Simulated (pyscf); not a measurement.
Optimised with ωB97X-D3(BJ)/def2-SVP in PySCF.

SMILES: [OH][W]([SH])([Cl])([Cl])([Cl])[Cl]
```xyz
9

O      0.2338    -1.0599     0.9192
W     -0.9171    -0.5905    -0.4262
S     -1.6191     0.8441     1.3181
Cl     0.5912     0.9025    -1.3302
Cl    -2.5796     0.4288    -1.6239
Cl    -2.3889    -2.2871     0.0989
Cl    -0.1746    -2.0278    -2.0847
H      0.4889    -0.8692     1.8321
H     -2.6260     1.5337     0.7546
```
Charge 0, spin multiplicity 1.

What is the homolytic dissociation enthalpy (298 K, ωB97M-D3(BJ)/def2-TZVP) of the S–W bond of HO–W(SH)(Cl)(Cl)(Cl)–Cl, to [HO–W(Cl)(Cl)(Cl)–Cl]• + SH•?

S–W to [HO–W(Cl)(Cl)(Cl)–Cl]• + SH•: 114.4 kJ/mol. The 7 functionals that were run give +98.1 (M06-2X) to +177.2 kJ/mol (PBE). The radicals are drawn with the spin at the cut bond; how far it spreads was not checked. Other isomers of [HO–W(Cl)(Cl)(Cl)–Cl]• were not searched in full and may lie lower. Left out: the spin-orbit lowering of SH. Open-shell species with a d-block atom are single-reference here; other states, and whether the spin sits on metal or ligand, were not checked. Elements past Kr carry the def2 core potentials, without spin-orbit coupling.
